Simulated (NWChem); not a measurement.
System: C$_{2}$H$_{3}$F; SMILES C=CF

The following NWChem deck was run.

```
start job
memory heap 200 mb stack 900 mb global 1100 mb
geometry units angstroms noautosym nocenter noautoz
  C     -0.236674     1.168760     0.000000
  C      0.424893     0.019725     0.000000
  F     -0.184020    -1.161365     0.000000
  H     -1.328429     1.191023     0.000000
  H      0.316275     2.108353     0.000000
  H      1.515840    -0.075106     0.000000
end
basis spherical
  * library 6-31g*
end
dft
  xc b3lyp
  iterations 150
end
property
  response 1 0.0773
end
task dft property
```

Parts of the log:

```
             Northwest Computational Chemistry Package (NWChem) 7.3.0
             --------------------------------------------------------

                             Geometry "geometry" -> ""
                             -------------------------

 Output coordinates in angstroms (scale by  1.889725989 to convert to a.u.)

  No.       Tag          Charge          X              Y              Z
 ---- ---------------- ---------- -------------- -------------- --------------
    1 C                    6.0000    -0.23667400     1.16876000     0.00000000
    2 C                    6.0000     0.42489300     0.01972500     0.00000000
    3 F                    9.0000    -0.18402000    -1.16136500     0.00000000
    4 H                    1.0000    -1.32842900     1.19102300     0.00000000
    5 H                    1.0000     0.31627500     2.10835300     0.00000000
    6 H                    1.0000     1.51584000    -0.07510600     0.00000000

 Effective nuclear repulsion energy (a.u.)      67.6384134860

                              NWChem Property Module
                              ----------------------

                                 NWChem DFT Module
                                 -----------------

 Summary of "ao basis" -> "ao basis" (spherical)
 ------------------------------------------------------------------------------
       Tag                 Description            Shells   Functions and Types
 ---------------- ------------------------------  ------  ---------------------
 C                           6-31g*                  6       14   3s2p1d
 F                           6-31g*                  6       14   3s2p1d
 H                           6-31g*                  2        2   2s

            General Information
            -------------------
          SCF calculation type: DFT
          Wavefunction type:  closed shell.
          No. of atoms     :     6
          No. of electrons :    24
           Alpha electrons :    12
            Beta electrons :    12
          Charge           :     0
          Spin multiplicity:     1
          Use of symmetry is: off; symmetry adaption is: off
          Maximum number of iterations: 150
          AO basis - number of functions:    48
                     number of shells:    24
          Convergence on energy requested:  1.00D-06
          Convergence on density requested:  1.00D-05
          Convergence on gradient requested:  5.00D-04

              XC Information
              --------------
                         B3LYP Method XC Potential
                     Hartree-Fock (Exact) Exchange  0.200
                        Slater Exchange Functional  0.800 local
                    Becke 1988 Exchange Functional  0.720 non-local
              Lee-Yang-Parr Correlation Functional  0.810
                  VWN I RPA Correlation Functional  0.190 local

             Grid Information
             ----------------
          Grid used for XC integration:  medium
          Radial quadrature: Mura-Knowles
          Angular quadrature: Lebedev.
          Tag              B.-S. Rad. Rad. Pts. Rad. Cut. Ang. Pts.
          ---              ---------- --------- --------- ---------
          C                   0.70       49           7.0       434
          F                   0.50       49           9.0       434
          H                   0.35       45           8.0       434
          Grid pruning is: on
          Number of quadrature shells:   282
          Spatial weights used:  Erf1

      Superposition of Atomic Density Guess
      -------------------------------------

 Sum of atomic energies:        -176.18753794

      Non-variational initial energy
      ------------------------------

 Total energy =    -177.472367
 1-e energy   =    -375.492464
 2-e energy   =     130.381683
 HOMO         =      -0.286445
 LUMO         =       0.065286

   convergence    iter        energy       DeltaE   RMS-Dens  Diis-err
 ---------------- ----- ----------------- --------- --------- ---------
 d= 0,ls=0.0,diis     1   -177.7642268997 -2.45D+02  1.61D-02  4.48D-01
 d= 0,ls=0.0,diis     2   -177.7526314555  1.16D-02  9.05D-03  6.21D-01
 d= 0,ls=0.0,diis     3   -177.8132747902 -6.06D-02  2.57D-03  2.77D-02
 d= 0,ls=0.0,diis     4   -177.8160239620 -2.75D-03  1.03D-03  4.56D-03
 d= 0,ls=0.0,diis     5   -177.8165858354 -5.62D-04  2.25D-04  3.54D-04
  Resetting Diis
 d= 0,ls=0.0,diis     6   -177.8166156788 -2.98D-05  5.48D-05  1.06D-05
 d= 0,ls=0.0,diis     7   -177.8166169824 -1.30D-06  1.20D-05  2.11D-07
 d= 0,ls=0.0,diis     8   -177.8166169887 -6.27D-09  5.65D-06  1.62D-07

         Total DFT energy =     -177.816616988684
      One electron energy =     -377.451652213890
           Coulomb energy =      154.419936507253
    Exchange-Corr. energy =      -22.423314768051
 Nuclear repulsion energy =       67.638413486004

 Numeric. integr. density =       24.000000744940

                       DFT Final Molecular Orbital Analysis
                       ------------------------------------

[...]

 DFT Linear Response polarizability / au
 Frequency  =       0.0773000 / au
 Wavelength =     589.4353558 / nm
              X              Y              Z
 -----------------------------------------------
 X      23.2788233     -4.3302424      0.0000000
 Y      -4.3302489     29.8790340      0.0000000
 Z       0.0000000      0.0000000      9.8416189
 -----------------------------------------------
 Eigenvalues =      21.1345100     32.0233474      9.8416189
 Isotropic   =      20.9998254
 Anisotropic =      19.2110026
 -----------------------------------------------

 Magnetic Dipole Response Matrix (nonzero elements):

 Exiting AOResponse driver routine
```

Level: B3LYP/6-31G* (spherical d). All runs use the structure optimised with PBE0/def2-SVP.
